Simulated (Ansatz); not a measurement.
Diamond-structure Ge, treated with r²SCANh in Ansatz (plane waves, PAW).

Settings: plane-wave cutoff 600 eV, 8×8×8 k mesh, scalar-relativistic PAW data made under PBE.

Computed at the level's own relaxed cell.

Elastic tensor (GPa, Voigt notation, ions relaxed):

```
  133.4    46.2    46.2     0.0     0.0     0.0
   46.2   133.4    46.2     0.0     0.0     0.0
   46.2    46.2   133.4     0.0     0.0     0.0
    0.0     0.0     0.0    70.5     0.0     0.0
    0.0     0.0     0.0     0.0    70.5     0.0
    0.0     0.0     0.0     0.0     0.0    70.5
```

Worked from these constants: the tetragonal shear constant is C′ = (C11 − C12)/2 = 43.6 GPa against C44 = 70.5 GPa, so the tetragonal shear is the softer. The Zener ratio C44/C′ is 1.62 (1 for an isotropic solid), and the Cauchy pressure C12 − C44 is -24.3 GPa. With C11 + 2C12 = 225.8 GPa all three Born conditions hold; they don't test modes at the zone boundary.

Measured, for comparison: elastic constant C11 131 GPa, elastic constant C12 49 GPa, elastic constant C44 68 GPa (low temperature, zero-point motion not removed; as tabulated in Tanner et al. (2021), arXiv:2110.11888). Computed (rounded) less measured: elastic constant C11 +2 %, elastic constant C12 -6 %, elastic constant C44 +4 %.

Computed values are for the static lattice.

Ansatz is a quantum-chemistry and plane-wave program.
